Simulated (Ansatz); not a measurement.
System: fcc Cu. Method: r²SCAN-D4 (Ansatz, an electronic-structure program, plane waves, PAW).

Run with plane-wave cutoff 560 eV, 26×26×26 k mesh, Fermi–Dirac smearing 0.05 eV, no spin polarisation, scalar-relativistic PAW data made under PBE.

The volume scan:

| V (Å³/atom) | E − E_lowest (meV/atom) |
|---|---|
| 10.604 | 24.52 |
| 10.829 | 10.45 |
| 11.055 | 2.51 |
| 11.280 | 0.00 |
| 11.506 | 2.31 |
| 11.732 | 8.87 |
| 11.957 | 19.22 |

Task: What bulk modulus B0 and pressure derivative B′ does a third-order Birch–Murnaghan fit give?

Result: V0 = 11.281 Å³/atom, B0 = 171 GPa, B′ = 5.1 (fit to the energies at full precision).

Measured, for comparison: bulk modulus 144 GPa (0 K value with the zero-point phonon effect removed, our sources range from 140 to 145; as tabulated in Mejia-Rodriguez and Trickey (2018), arXiv:1807.09216); equilibrium volume per atom 11.62 Å³/atom (low-temperature or extrapolated to 0 K; zero-point anharmonic expansion removed; as tabulated in Csonka et al. (2009), arXiv:0903.4037). Computed (rounded) less measured: bulk modulus +19 % (+18 % to +22 % over the range), equilibrium volume per atom -2.9 %.

Static lattice: no zero-point or thermal effects.

The result took very roughly 110 core-seconds.
